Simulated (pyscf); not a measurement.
This saddle point was located with ωB97X-D3(BJ)/def2-SVP in PySCF.

```
C
H 1 1.0940
H 1 1.0942 2 115.06
C 1 1.4144 2 120.66 3 -157.05
H 4 1.0930 1 118.86 2 -0.09
H 4 1.0931 5 117.49 1 -154.27
H 1 1.7074 2 87.21 3 87.77
Ga 7 1.6638 1 83.79 2 128.54
H 8 1.5434 7 112.17 1 -117.10
Cl 8 2.1687 9 125.82 7 132.44
```

Surface: singlet, charge 0. Lowest wavenumbers (cm⁻¹): 867i, 114, 173, 401, 418.

Problem. Name the species on either side of this saddle.

Solution. Cl–GaH₂ + H₂C=CH₂ ⇌ H₃C–CH₂–GaH–Cl, an addition across a multiple bond or ene-type step read from left to right: Ga–H broken and C–Ga, C–H formed. At ωB97M-D3(BJ)/def2-TZVP it lies +46.1 kJ/mol from the left side and +179.6 kJ/mol from the right (each side as separated species at their lowest minima found). On the reactant side the descent ends in a bound adduct, 53.8 kJ/mol under the separated species and 85.5 kJ/mol under the saddle at ωB97X-D3(BJ)/def2-TZVP. At the saddle there is also a short C–Ga contact that neither side keeps. At ωB97X-D3(BJ) the barrier from the zero used here is 31.7 kJ/mol. H₃C–CH₂–GaH–Cl lies 49.4 kJ/mol over its isomer H₃C–Ga(CH₃)–Cl, and others may lie lower still (electronic energy, ωB97M-D3(BJ)). This is the saddle that the search found; another between the same sides may lie lower. Elements up to Kr have no core potential and no relativistic terms here.
